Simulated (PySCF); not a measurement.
CH2, SMILES [CH2] (connectivity only; charge and spin as stated), neutral, multiplicity 1.

Coordinates come from a B3LYP-D3(BJ)/def2-TZVPD optimisation. The isomer is the one that the SMILES or the coordinates give; other isomers of the formula were not compared.

Calculation: B3LYP-D3(BJ)/def2-TZVPD (PySCF 2.14.0).

No scaling factor is applied to the harmonic values.

| mode | ν (cm⁻¹) | IR (km/mol) | Raman (Å⁴/amu) | depolarisation | moving atoms (share of kinetic energy) |
|---|---|---|---|---|---|
| 1 | 1403 | 2.0 | 2.3 | 0.02 | H 91 %, C 9 % |
| 2 | 2911 | 76.5 | 158.3 | 0.15 | H 95 % |
| 3 | 2976 | 67.6 | 83.4 | 0.75 | H 91 %, C 9 % |
